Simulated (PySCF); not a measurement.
Gas-phase reaction: 5 AlH(CH3)2 + C2H6 + C3H4 (allene) → 5 Al(CH3)3

Energies from PySCF, thermal terms from the rigid-rotor harmonic-oscillator model, ideal gas at 1 bar. † marks an energy on the PBE0/def2-TZVP geometry and frequencies; other levels use their own. 6-31G* has spherical d functions here. All species are closed-shell singlets. B3LYP is the form with VWN-RPA correlation. Methyl groups turn as free rotors in AlH(CH3)2, Al(CH3)3. AlH(CH3)2: computed as isolated molecules; such fragments, hydroxides, amides, oligomers or adducts are transient or little studied in the gas. The harmonic model lacks anharmonicity and excited electronic states, which grow with temperature; levels with a mode under 35 cm⁻¹ are left out. Internal rotation in C2H6 is treated as a harmonic vibration of one conformer, which makes the entropy rough.

ΔH° and ΔS° at 298 K: B3LYP/6-31G* -356 kJ, -287 J/K; B3LYP/def2-TZVP† -367 kJ, -285 J/K; HF/6-31G* -327 kJ, -288 J/K; M06-2X/def2-TZVP† -445 kJ, -285 J/K; PBE/def2-TZVP† -403 kJ, -285 J/K.

**Question.** With the heat capacities included, give log10 K (1 bar) at 500, 1400, 1800, 2000, 2500 K from B3LYP/6-31G*, B3LYP/def2-TZVP†, HF/6-31G*, M06-2X/def2-TZVP†, PBE/def2-TZVP†.

**Answer.** 
```json
[
 {"T (K)": "500", "B3LYP/6-31G*": "22.2", "B3LYP/def2-TZVP†": "23.6", "HF/6-31G*": "19.2", "M06-2X/def2-TZVP†": "31.7", "PBE/def2-TZVP†": "27.2"},
 {"T (K)": "1400", "B3LYP/6-31G*": "-1.5", "B3LYP/def2-TZVP†": "-0.9", "HF/6-31G*": "-2.6", "M06-2X/def2-TZVP†": "2.0", "PBE/def2-TZVP†": "0.4"},
 {"T (K)": "1800", "B3LYP/6-31G*": "-4.4", "B3LYP/def2-TZVP†": "-3.9", "HF/6-31G*": "-5.3", "M06-2X/def2-TZVP†": "-1.7", "PBE/def2-TZVP†": "-2.9"},
 {"T (K)": "2000", "B3LYP/6-31G*": "-5.5", "B3LYP/def2-TZVP†": "-5.0", "HF/6-31G*": "-6.2", "M06-2X/def2-TZVP†": "-2.9", "PBE/def2-TZVP†": "-4.0"},
 {"T (K)": "2500", "B3LYP/6-31G*": "-7.3", "B3LYP/def2-TZVP†": "-6.8", "HF/6-31G*": "-7.9", "M06-2X/def2-TZVP†": "-5.2", "PBE/def2-TZVP†": "-6.1"}
]
```
